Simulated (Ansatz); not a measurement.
Geometry optimisation, RKS r2SCAN-D4/def2-mTZVP (Ansatz 0.2.0).

Input:

```yaml
crystal:
  periodic: [false, false, false]
  atoms:
    - { symbol: Al, position_ang: [0.068725, 0.433006, -0.492379] }
    - { symbol: O, position_ang: [-0.0258, 0.086232, 2.450608] }
    - { symbol: H, position_ang: [-0.951316, -0.077853, 2.676964] }
    - { symbol: H, position_ang: [1.434531, -0.141629, -1.059531] }
    - { symbol: H, position_ang: [-1.331743, -0.203735, -0.881368] }
    - { symbol: H, position_ang: [0.077032, 1.745162, 0.374902] }
    - { symbol: H, position_ang: [-0.032928, 1.006118, 2.086704] }
basis:
  gaussian: { orbitals: def2-mTZVP }
hamiltonian:
  xc: r2scan
  dispersion: d4
relax:
  f_tol: 0.03
  max_steps: 50
output:
  orbitals: {}
```

Command:

```bash
$ ansatz run input.yaml --threads 1 --pin off --max-ram 2048MiB --backend cpu --events-out ev --progress --plain --runs-dir out
```

**Question.** Where does it end, and by what steps?

**Answer.** It converged. After 6 steps the energy has fallen by 0.688 eV; H3 moved furthest, 0.63 Å. Joined: Al1–O2 (2.96 → 2.04 Å).

| step | energy less start (eV) | largest force component (eV/Å) | accepted |
| --- | --- | --- | --- |
| 0 | 0.0000 | 0.720 | yes |
| 1 | -0.0904 | 1.986 | yes |
| 2 | -0.3106 | 2.262 | yes |
| 3 | -0.5664 | 0.422 | yes |
| 4 | -0.6671 | 0.263 | yes |
| 5 | -0.6866 | 0.069 | yes |
| 6 | -0.6875 | 0.008 | yes |

```xyz
7
Properties=species:S:1:pos:R:3
Al 0.031 0.481 -0.131
O -0.001 0.112 1.871
H -0.843 -0.310 2.103
H 1.351 -0.266 -0.619
H -1.388 -0.205 -0.428
H 0.075 2.079 0.012
H 0.014 0.956 2.349
```

Time of the run: 17 s on 1 thread of AMD EPYC 7R43 64-Core Processor (Zen 3), with other jobs on the host, peak memory 0.13 GiB.
